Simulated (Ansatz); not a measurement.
# Molecular dynamics, step by step

C$_{2}$H$_{10}$Si (SMILES CC.[SiH4]), closed shell, PBE0-D4/6-31G (Ansatz 0.2.0). Settings (timestep in fs, temperature in K; T counts 33 degrees of freedom):

```yaml
hamiltonian: {xc: pbe0, dispersion: d4}
md: {n_steps: 80, timestep: 0.5, temperature: 100, ensemble: nvt_nose_hoover, seed: 931, initial_velocities: maxwell_boltzmann}
```

Start (the SMILES describes the start alone):

C1  (0.391, -0.441, -1.755)
C2  (-0.280, 0.821, -1.243)
H3  (1.313, -0.211, -2.294)
H4  (0.650, -1.116, -0.935)
H5  (-0.261, -0.990, -2.438)
H6  (-1.204, 0.593, -0.705)
H7  (-0.539, 1.496, -2.062)
H8  (0.372, 1.372, -0.560)
Si9  (-0.089, -0.304, 2.398)
H10  (1.265, -0.178, 1.801)
H11  (-0.901, -1.246, 1.587)
H12  (-0.747, 1.026, 2.423)
H13  (0.030, -0.824, 3.784)
(Å)

```
step  time (fs)  potential energy less the start (meV)  kinetic energy (meV)  T (K)
   0       0.00                                    0.0                 142.2    100
   5       2.50                                   78.9                  64.5     45
  10       5.00                                   58.1                  84.7     60
  15       7.50                                   59.1                  84.1     59
  20      10.00                                   46.1                  96.9     68
  25      12.50                                   58.7                  84.9     60
  30      15.00                                   53.7                  89.9     63
  35      17.50                                   69.1                  74.7     53
  40      20.00                                   62.1                  82.2     58
  45      22.50                                   24.5                 119.7     84
  50      25.00                                   91.6                  53.8     38
  55      27.50                                   63.4                  81.7     57
  60      30.00                                   64.2                  81.8     58
  65      32.50                                   47.8                  98.3     69
  70      35.00                                   86.6                  60.7     43
  75      37.50                                   45.3                 101.9     72
  80      40.00                                   89.3                  59.3     42
```

Step 25, positions (Å) and forces (eV/Å):

| atom | x | y | z | Fx | Fy | Fz |
| --- | --- | --- | --- | --- | --- | --- |
| C1 | 0.385 | -0.449 | -1.745 | 0.588 | 0.358 | -0.426 |
| C2 | -0.276 | 0.832 | -1.220 | -0.319 | -0.352 | 0.436 |
| H3 | 1.308 | -0.214 | -2.343 | -0.795 | -0.205 | 0.378 |
| H4 | 0.703 | -1.086 | -0.917 | -0.025 | -0.121 | 0.062 |
| H5 | -0.309 | -1.027 | -2.375 | 0.211 | 0.116 | 0.054 |
| H6 | -1.215 | 0.575 | -0.664 | 0.579 | 0.340 | -0.480 |
| H7 | -0.504 | 1.528 | -2.034 | -0.187 | -0.051 | 0.026 |
| H8 | 0.382 | 1.363 | -0.519 | -0.052 | -0.081 | -0.069 |
| Si9 | -0.088 | -0.308 | 2.382 | -1.094 | 0.167 | 0.322 |
| H10 | 1.245 | -0.156 | 1.824 | 0.898 | 0.011 | -0.364 |
| H11 | -0.873 | -1.332 | 1.582 | 0.151 | 0.167 | 0.198 |
| H12 | -0.778 | 1.048 | 2.276 | 0.099 | -0.367 | 0.083 |
| H13 | 0.013 | -0.716 | 3.836 | -0.054 | 0.019 | -0.219 |

Last step (80):

```tsv
atom	x (Å)	y (Å)	z (Å)
C1	0.3719	-0.4485	-1.7180
C2	-0.2649	0.8372	-1.1758
H3	1.2095	-0.2294	-2.3349
H4	0.7469	-1.0772	-0.8978
H5	-0.3604	-1.0209	-2.2833
H6	-1.1290	0.6006	-0.6012
H7	-0.5061	1.5115	-2.0035
H8	0.4320	1.3734	-0.5273
Si9	-0.0876	-0.3083	2.3477
H10	1.2965	-0.1639	1.8444
H11	-0.7710	-1.5056	1.6689
H12	-0.8722	0.9806	2.0298
H13	-0.0563	-0.5336	3.8641
```

Hardware: 4 CPU threads of an Arm Neoverse V2, shared host. Wall time about 43 s.
